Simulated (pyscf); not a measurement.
Optimised with ωB97X-D3(BJ)/def2-SVP in PySCF.

### Question
ammonia (NH₃) + H₂N–SiH•–Cl -> H₂N–SiH(NH₂)–Cl + H atom (H•)
Surface: doublet. Broken: H–N. Formed: N–Si. Give ΔE‡ and ΔE from ωB97M-D3(BJ)/def2-TZVP, relative to the separated reactants.

### Answer
ΔE‡ = 0.74 eV, ΔE = -0.09 eV. Zero-point energy shifts the barrier by -0.06 eV. It is a substitution at N, with an imaginary mode of 1884i cm⁻¹. On the reactant side the descent ends in a complex, 0.26 eV under the separated species and 1.10 eV under the saddle at ωB97X-D3(BJ)/def2-TZVP. At ωB97X-D3(BJ) the barrier from the zero used here is 0.84 eV. One saddle was located; it need not be the lowest between these sides. The angle at the attacked N is 130°.
